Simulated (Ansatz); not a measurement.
# Worked example: correlation energy of C$_{4}$H$_{8}$, singlet

Geometry: MP2(full)/6-31G*, from the G2/97 set.

```json
{"atom": "C", "x (Å)": "0.0000", "y (Å)": "1.0711", "z (Å)": "0.1476"}
{"atom": "C", "x (Å)": "0.0000", "y (Å)": "-1.0711", "z (Å)": "0.1476"}
{"atom": "C", "x (Å)": "-1.0711", "y (Å)": "0.0000", "z (Å)": "-0.1476"}
{"atom": "C", "x (Å)": "1.0711", "y (Å)": "0.0000", "z (Å)": "-0.1476"}
{"atom": "H", "x (Å)": "0.0000", "y (Å)": "1.9869", "z (Å)": "-0.4501"}
{"atom": "H", "x (Å)": "0.0000", "y (Å)": "1.3429", "z (Å)": "1.2075"}
{"atom": "H", "x (Å)": "0.0000", "y (Å)": "-1.9869", "z (Å)": "-0.4501"}
{"atom": "H", "x (Å)": "0.0000", "y (Å)": "-1.3429", "z (Å)": "1.2075"}
{"atom": "H", "x (Å)": "-1.9869", "y (Å)": "0.0000", "z (Å)": "0.4501"}
{"atom": "H", "x (Å)": "-1.3429", "y (Å)": "0.0000", "z (Å)": "-1.2075"}
{"atom": "H", "x (Å)": "1.9869", "y (Å)": "0.0000", "z (Å)": "0.4501"}
{"atom": "H", "x (Å)": "1.3429", "y (Å)": "0.0000", "z (Å)": "-1.2075"}
```

Basis STO-3G; Ansatz 0.2.0. Only valence electrons are correlated (noble-gas cores frozen), which leaves 24 electrons in 24 orbitals. Prefix R: restricted or restricted open-shell reference.

Full CI isn't at hand for all of this; RCCSDTQ serves as the reference, and is uncertain by about the last step of the cluster series.

Runs differ by some tens of microhartree through their thresholds, so steps under 0.03 kcal/mol mean nothing.

| level | total energy (hartree) |
| --- | --- |
| RHF | -154.270718 |
| RMP2 | -154.477757 |
| RCCSD | -154.544421 |
| RCCSD(T) | -154.546190 |
| RCCSDT | -154.546583 |
| RCCSDT(Q) | -154.546892 |
| RCCSDTQ | -154.546942 |

**Question.** What is the correlation energy at RCCSDTQ, and what share of it do RMP2 and RCCSD(T) recover?

**Answer.** E(corr) = -154.546942 − (-154.270718) = -0.276224 hartree = -7.516 eV. RMP2: -0.207039 / -0.276224 = 74.95 %. RCCSD(T): -0.275472 / -0.276224 = 99.73 %.

**Question.** By how many kcal/mol does RCCSD(T) miss RCCSDTQ (1 hartree = 627.509 kcal/mol), and which steps make up the rest?

**Answer.** -154.546190 − (-154.546942) = 0.000752 hartree = 0.47 kcal/mol. Steps: RCCSDT − RCCSD(T) = -0.25, RCCSDT(Q) − RCCSDT = -0.19, RCCSDTQ − RCCSDT(Q) = -0.03 kcal/mol. That is within 1 kcal/mol of the reference in this basis, which itself misses far more of the correlation at the basis-set limit.
